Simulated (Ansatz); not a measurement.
Correlation energies of `S=[S+]` radical by basis set

Z-matrix (Å, degrees):
```
S
S 1 1.810
```

The species carries charge 1 and has multiplicity 2. The geometry is a stationary point of PBE0-D4/def2-TZVP. Frozen core, unrestricted reference, Ansatz 0.2.0. CBS rows extrapolate triple and quadruple zeta.

| basis | HF (Eh) | MP2 corr. | CCSD corr. | (T) | CCSD(T) total |
| --- | --- | --- | --- | --- | --- |
| def2-SVP | -794.46240 | -0.21805 | -0.26161 | -0.01280 | -794.73681 |
| def2-TZVPP | -794.75277 | -0.28176 | -0.32944 | -0.02125 | -795.10346 |
| def2-QZVPP | -794.77591 | -0.30734 | -0.35139 | -0.02382 | -795.15112 |
| CBS(def2) | ? | ? | -0.36766 | -0.02572 | ? |
| cc-pV(D+d)Z | -794.73214 | -0.22089 | -0.26679 | ? | ? |
| cc-pV(T+d)Z | -794.76764 | -0.28188 | -0.32966 | -0.02132 | -795.11862 |
| cc-pV(Q+d)Z | -794.77522 | -0.30629 | -0.35055 | -0.02373 | -795.14950 |
| CBS(cc) | -794.77750 | ? | -0.36542 | -0.02544 | ? |

(1) Fill in the withheld values. (Best estimate.)

Answers

(1) The calculation gave: CBS(def2) HF (Eh): -794.77910; CBS(def2) MP2 corr.: -0.32629; CBS(def2) CCSD(T) total: -795.17248; cc-pV(D+d)Z (T): -0.01333; cc-pV(D+d)Z CCSD(T) total: -795.01226; CBS(cc) MP2 corr.: -0.32366; CBS(cc) CCSD(T) total: -795.16836.

The UHF reference is spin-contaminated (⟨S²⟩ = 1.20, T1 = 0.077).
